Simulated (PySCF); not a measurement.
Species, as SMILES: N (NH3).
Geometry (B3LYP-D3(BJ)/def2-TZVP, fixed):
```xyz
4

N      0.0022    -0.0038     0.1116
H     -0.0020     0.9512    -0.2281
H      0.8095    -0.4644    -0.2929
H     -0.8232    -0.4600    -0.2599
```
Charge 0, spin multiplicity 1.

Basis-set convergence of the isotropic shielding of N1 at PBE with PySCF. GIAO, no density fitting; atoms are numbered in the order shown. All functions are spherical. Core-valence sets carry the plain set on hydrogen. No added dispersion term, no relativity. Reference: the value in pcSseg-3, 260.65 ppm, itself unsure by roughly 1.81 ppm (its mean distance from cc-pCVQZ, pcseg-3, pcSseg-2). Deviations are taken from unrounded values. Cost is core time over that of cc-pCVTZ, rough, on shared machines of one kind; a dash marks a row that isn't timed (too short, read off another run, short of memory, by another algorithm or on other hardware).

```json
[
 {"basis": "6-31G", "functions": "15", "isotropic shielding of N1 (ppm)": "259.76", "minus reference (ppm)": "-0.89", "cost": "-"},
 {"basis": "pcSseg-0", "functions": "15", "isotropic shielding of N1 (ppm)": "266.17", "minus reference (ppm)": "5.52", "cost": "-"},
 {"basis": "pcseg-0", "functions": "15", "isotropic shielding of N1 (ppm)": "276.49", "minus reference (ppm)": "15.84", "cost": "-"},
 {"basis": "cc-pVDZ", "functions": "29", "isotropic shielding of N1 (ppm)": "273.41", "minus reference (ppm)": "12.76", "cost": "-"},
 {"basis": "6-311G**", "functions": "36", "isotropic shielding of N1 (ppm)": "274.42", "minus reference (ppm)": "13.77", "cost": "-"},
 {"basis": "def2-SVPD", "functions": "44", "isotropic shielding of N1 (ppm)": "268.04", "minus reference (ppm)": "7.39", "cost": "-"},
 {"basis": "aug-cc-pVDZ", "functions": "50", "isotropic shielding of N1 (ppm)": "270.38", "minus reference (ppm)": "9.73", "cost": "-"},
 {"basis": "aug-pcseg-1", "functions": "50", "isotropic shielding of N1 (ppm)": "268.17", "minus reference (ppm)": "7.52", "cost": "-"},
 {"basis": "6-311++G(2d,2p)", "functions": "57", "isotropic shielding of N1 (ppm)": "262.27", "minus reference (ppm)": "1.62", "cost": "0.6×"},
 {"basis": "cc-pCVTZ", "functions": "85", "isotropic shielding of N1 (ppm)": "266.73", "minus reference (ppm)": "6.08", "cost": "1×"},
 {"basis": "aug-pcseg-2", "functions": "115", "isotropic shielding of N1 (ppm)": "261.81", "minus reference (ppm)": "1.16", "cost": "2×"},
 {"basis": "pcseg-3", "functions": "159", "isotropic shielding of N1 (ppm)": "260.40", "minus reference (ppm)": "-0.25", "cost": "6×"},
 {"basis": "def2-QZVPPD", "functions": "162", "isotropic shielding of N1 (ppm)": "261.72", "minus reference (ppm)": "1.07", "cost": "4×"}
]
```
